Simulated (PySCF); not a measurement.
## Löwdin shares of the frontier orbitals

Compound: C4H10O.
Z-matrix (Å and degrees, PBE0-D3(BJ)/def2-SVP geometry), rows numbered from 1:
```
C 
O   1  1.3913
C   2  1.4099  1  115.41
C   3  1.5153  2  106.57  1  -163.00
C   3  1.5227  2  112.01  1    73.99
H   1  1.0995  2  107.71  3   175.21
H   1  1.1091  2  111.92  3    56.32
H   1  1.1072  2  113.21  3   -65.66
H   3  1.1120  2  108.71  1   -45.94
H   4  1.1010  3  109.93  2   -61.31
H   4  1.0998  3  111.10  2   178.52
H   4  1.0993  3  110.31  2    57.72
H   5  1.1001  3  111.97  2   -60.67
H   5  1.1013  3  110.00  2    59.62
H   5  1.1004  3  110.70  2   179.44
```

Level of theory: TDDFT B3LYP/def2-SVPD, vertical, gas phase, core orbitals frozen in the response in PySCF.

Frontier orbitals with the atoms that hold most of them (Löwdin shares over 4%, at most four atoms; ? is withheld):

| orbital | ε (eV) | atoms |
| --- | --- | --- |
| LUMO+2 | 1.31 | C5 14%, H14 14%, H9 13%, H13 10% |
| LUMO+1 | 1.02 | C1 16%, C4 14%, H11 11%, H7 10% |
| LUMO | 0.46 | ? |
| HOMO | -7.14 | ? |
| HOMO-1 | -8.55 | O2 44%, C3 15%, C1 10%, H9 7% |
| HOMO-2 | -9.49 | C3 18%, C4 15%, C1 12%, C5 11% |
| HOMO-3 | -9.72 | C4 24%, C5 18%, C3 13%, H12 12% |

**Question.** Give the leading atoms of the LUMO.

**Answer.** C1 (bonded to O and 3 H) 16%; C5 (bonded to C and 3 H) 15%; C4 (bonded to C and 3 H) 9%; C3 (bonded to 2 C, O and H) 8%.

**Question.** Give the leading atoms of the HOMO.

**Answer.** O2 (bonded to 2 C) 58%; C1 (bonded to O and 3 H) 10%; C3 (bonded to 2 C, O and H) 8%; C5 (bonded to C and 3 H) 8%. By element: oxygen 58%, carbon 26% or more.

**Question.** The HOMO–LUMO gap is 7.60 eV. Where does the response calculation put the lowest singlet, and from which orbitals?

**Answer.** S1 is at 6.67 eV (f = 0.0095), 0.94 eV below the gap, made of HOMO→LUMO (98%). 

**Question.** One configuration dominates each of S1, S2, S5 and S7. Which, and how do the shares of the two leading atoms of either orbital change from the occupied to the empty one?

**Answer.** 
- S1 (6.67 eV, f 0.0095), HOMO→LUMO (98%): O2 58% → at most 8%, C1 10% → 16%, C5 8% → 15%
- S2 (7.31 eV, f 0.018), HOMO→LUMO+1 (98%): O2 58% → at most 11%, C1 10% → 16%, C4 at most 8% → 14%
- S5 (8.13 eV, f 0.010), HOMO-1→LUMO (82%): O2 44% → at most 8%, C3 15% → 8%, C1 10% → 16%, C5 at most 8% → 15%
- S7 (8.72 eV, f 0.048), HOMO-1→LUMO+1 (77%): O2 44% → at most 11%, C3 15% → at most 11%, C1 10% → 16%, C4 at most 8% → 14%

Löwdin shares depend on the basis, the more so with diffuse functions.

One conformer stands for the species.
